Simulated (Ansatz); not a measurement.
Process, species as SMILES: ClCCl → C atom + 2 Cl atom + 2 H atom
B3LYP-D3(BJ)/def2-TZVP geometries, fixed; electronic energies without zero-point terms.

Basis-set convergence of the atomisation energy at MP2 with Ansatz (a program for electronic structure). Cartesian d functions, on some or all atoms, in 6-31G*, 6-31G**, 6-31+G*; all else is spherical. Cores are frozen. Open shells are unrestricted. No added dispersion term, no relativity. Functions are those of the species that has most. Reference: Hartree-Fock in aug-cc-pV(Q+d)Z plus the correlation part extrapolated as X^-3 from aug-cc-pV(T+d)Z and aug-cc-pV(Q+d)Z, 381.00 kcal/mol, itself unsure by roughly 1.35 kcal/mol (a third of the extrapolation step and of the last Hartree-Fock step). Deviations are taken from unrounded values.

```csv
basis,functions,atomisation energy (kcal/mol),minus reference (kcal/mol)
3-21G,39,290.23,-90.78
pcseg-0,39,277.24,-103.76
def2-SV(P),54,337.44,-43.57
6-31G*,57,339.82,-41.19
def2-SVP,60,349.65,-31.36
6-31G**,63,349.60,-31.41
6-31+G*,69,338.81,-42.20
cc-pV(D+d)Z,70,345.90,-35.11
cc-pV(T+d)Z,136,368.23,-12.78
def2-TZVPPD,173,370.43,-10.58
def2-QZVPPD,287,376.06,-4.95
aug-pcseg-3,361,377.43,-3.58
cc-pV(5+d)Z,401,378.53,-2.48
```
